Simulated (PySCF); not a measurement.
# Basis-set dependence of LiN⁺ at MP2

PySCF, UHF reference; quartet, unpaired electrons σ ↑, π ↑↑; De to Li⁺ + N without counterpoise correction. Frozen cores follow the default of each basis and core potential.

```json
{"basis": "STO-3G", "relativity": "no relativity", "functions": "10", "Re (Å)": "2.045", "ωe (cm⁻¹)": "453", "De (eV)": "n/a", "frozen orbitals": "1"}
{"basis": "def2-SVP", "relativity": "no relativity", "functions": "23", "Re (Å)": "2.283", "ωe (cm⁻¹)": "244", "De (eV)": "0.21", "frozen orbitals": "1"}
{"basis": "cc-pVDZ", "relativity": "no relativity", "functions": "28", "Re (Å)": "2.348", "ωe (cm⁻¹)": "242", "De (eV)": "0.24", "frozen orbitals": "1"}
```

Task: How does each smaller set differ from the one with most functions, cc-pVDZ?

Result: STO-3G: -30.3 pm, +87.2 % in ωe; def2-SVP: -6.5 pm, +0.8 % in ωe, -0.03 eV in De. All at MP2; the set with most functions is neither the basis-set limit nor always the best.

Correlated steps freeze 1 core orbital. The bond is weak. Basis-set superposition, not corrected here, can be much of De in a small basis, most of all at correlated wavefunction levels. For an ion De counts to the pair picked by the measured ionisation energies or electron affinities, which need not be the lowest pair at this level. STO-3G is very small, so such numbers show the basis as much as the molecule. The state is the lowest determinant that a PBE0 search found; another state may lie lower at other levels.
